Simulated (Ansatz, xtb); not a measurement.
## Two isomers of C2H7B

Structure a: `BCC`, a singlet. Structure b: `CBC`, a singlet. Both are isolated molecules in the gas phase, relaxed with r2SCAN-D4/def2-TZVP; the shapes shown needn't be the lowest conformers.

a (Å):

```xyz
10

C    -1.3679   -1.3372   -0.4995
C    -0.3196   -1.0595   -1.5762
B    -2.5397   -0.3398   -0.3312
H    -2.5019    0.7554   -0.8190
H    -1.7242   -2.3743   -0.5379
H    -3.4811   -0.6302    0.3506
H    -0.8998   -1.2812    0.5051
H     0.5247   -1.7511   -1.5190
H    -0.7536   -1.1534   -2.5748
H     0.0717   -0.0432   -1.4886
```

b (Å):

```
atom    x (Å)    y (Å)    z (Å)
   C  -2.6216  -1.1181  -0.5151
   C  -0.0827  -0.8102  -1.4998
   B  -1.1117  -0.7828  -0.3308
   H  -3.0682  -1.6466   0.3310
   H  -2.8733  -1.6292  -1.4477
   H  -3.1354  -0.1430  -0.5427
   H  -0.7207  -0.4891   0.7695
   H   0.4558  -1.7661  -1.3900
   H  -0.5186  -0.8122  -2.5020
   H   0.6920  -0.0422  -1.4322
```

Energies in hartree; the thermal terms are from r2SCAN-D4/def2-TZVP harmonic frequencies (ideal gas, rigid rotor, one conformer each, 298.15 K, 1 atm) and include the zero-point energy:

|  | a | b |
| --- | --- | --- |
| E, CCSD(T)/def2-TZVP | −105.015927 | −105.038432 |
| zero-point energy | 0.084125 | 0.084048 |
| H(298 K) − E | 0.090054 | 0.090317 |
| G(298 K) − E | 0.058080 | 0.057935 |

**Question.** Work out ΔE, ΔE₀, ΔH and ΔG for a → b in kJ/mol (1 Eh = 2625.50 kJ/mol) and the equilibrium ratio [b]/[a].

**Answer.** 1. ΔE = −105.038432 − (−105.015927) = −0.022505 Eh = −59.09 kJ/mol.
2. ΔE₀ = ΔE + ΔZPE = −0.022505 + (−0.000077) Eh = −59.29 kJ/mol.
3. ΔH = ΔE + (+0.000263) Eh = −58.40 kJ/mol.
4. ΔG = ΔE + (−0.000145) Eh = −59.47 kJ/mol, so ΔS = (ΔH − ΔG)/T = +3.6 J/(mol K).
5. kT = 0.9442 mEh, so K = [b]/[a] = exp(−ΔG/kT) = exp(+23.99) ≈ 2.6 × 10^10.

Structure b is favoured at this temperature. An error of 4 kJ/mol in ΔG would change K by a factor of 5. Mirror images and further conformers aren't counted.

As drawn, b has 1 C–B, 1 C–H in place of 1 C–C, 1 B–H.

Other levels gave ΔE = −3.9 (GFN2-xTB); −50.5 (HF/STO-3G, GFN2-xTB geometries); −67.4 (r2SCAN-D4/def2-SVP, GFN2-xTB geometries); −66.9 (r2SCAN-D4/def2-TZVP); −55.1 (HF/def2-TZVP); −60.6 (MP2/def2-TZVP) kJ/mol. The correlated steps freeze 3 core orbitals. Programs: Ansatz 0.2.0, xtb 6.7.1.
